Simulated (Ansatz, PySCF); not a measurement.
This Ansatz (a first-principles code) input computes a SVWN5/def2-TZVPD energy:

Ansatz 0.2 input:
```yaml
crystal:
  periodic: [false, false, false]
  atoms:
    - {symbol: S, position_ang: [-0.00000000, -0.00000000, -1.55168481]}
    - {symbol: C, position_ang: [0.00000000, 0.00000000, 0.00000000]}
    - {symbol: S, position_ang: [0.00000000, 0.00000000, 1.55168481]}
basis:
  gaussian:
    orbitals: def2-TZVPD
hamiltonian:
  xc: {name: SVWN5}
total_charge: 1
magnetization: {spin_polarized: true, initial_magnetization: 1}
output: {forces: true}
```

**Question.** Write an input for the same energy in PySCF and say what it gives.

**Answer.** 
```python
from pyscf import gto, scf, dft

mol = gto.M(
    atom='''
    S    -0.00000000   -0.00000000   -1.55168481
    C     0.00000000    0.00000000    0.00000000
    S     0.00000000    0.00000000    1.55168481
    ''',
    basis='def2-tzvpd',
    charge=1,
    spin=1,
    symmetry='D2h',
    verbose=4,
)

mf = dft.UKS(mol, xc='svwn').density_fit(auxbasis='def2-universal-jkfit')
mf.grids.level = 3
mf.conv_tol = 1e-9
mf.max_cycle = 100
mf.max_memory = 1500
mf.kernel()
if not mf.converged:
    mf = mf.newton()
    mf.kernel(mf.make_rdm1())
mf.analyze()
```
It gives -831.09347 Eh, and Ansatz -831.09345 Eh, a difference of 0.02 mEh, from the treatment of integrals and grids.
